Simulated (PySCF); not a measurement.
## Two-photon absorption: 1,1-difluoro-2-methylpropane (FC(C(C)C)F, C$_{4}$H$_{8}$F$_{2}$)

Geometry:
```
atom   x (Å)   y (Å)   z (Å)
  C1   1.345  -0.246   0.292
  C2  -0.053  -0.178  -0.309
  C3  -1.052  -1.056   0.434
  C4  -0.551   1.251  -0.361
  F5  -0.604   1.784   0.885
  F6   0.286   2.023  -1.093
  H7   1.734  -1.274   0.251
  H8   2.042   0.408  -0.252
  H9   1.331   0.072   1.345
 H10  -0.005  -0.504  -1.363
 H11  -2.054  -1.011  -0.021
 H12  -0.727  -2.107   0.425
 H13  -1.142  -0.737   1.483
 H14  -1.562   1.331  -0.803
```

Method: PySCF, TDDFT CAM-B3LYP/def2-TZVPD excited states, vertical, gas phase. Geometry: PBE0-D3(BJ)/def2-SVP.

(1) Give the one- and two-photon strengths of the lowest singlets.

Answers

(1) δ for parallel linear polarisation; σ at the peak of a Lorentzian of half width 0.1 eV, single beam; Ω is circular over linear.
| state | E (eV) | f | photon λ (nm) | δ (au) | σ (GM) | Ω | main |
| --- | --- | --- | --- | --- | --- | --- | --- |
| S1 | 8.66 | 0.044 | 286 | 31.7 | 0.87 | 0.88 | HOMO→LUMO 0.86 |
| S2 | 9.13 | 0.008 | 272 | 27.6 | 0.84 | 1.15 | HOMO−1→LUMO 0.85 |
| S3 | 9.26 | 0.026 | 268 | 2.91 | 0.09 | 1.47 | HOMO−2→LUMO 0.69, HOMO→LUMO+1 0.16 |
| S4 | 9.32 | 0.037 | 266 | 63.4 | 2.02 | 0.21 | HOMO→LUMO+1 0.51, HOMO−2→LUMO 0.19 |
| S5 | 9.47 | 0.008 | 262 | 37.5 | 1.23 | 0.64 | HOMO→LUMO+2 0.78, HOMO→LUMO+1 0.10 |
| S6 | 9.51 | 0.015 | 261 | 33.6 | 1.11 | 0.53 | HOMO→LUMO+3 0.81 |

Among these, the strongest one-photon state is S1, the strongest two-photon state S4, with a dipole change of 1.9 D (relaxed, norm of the difference vector).
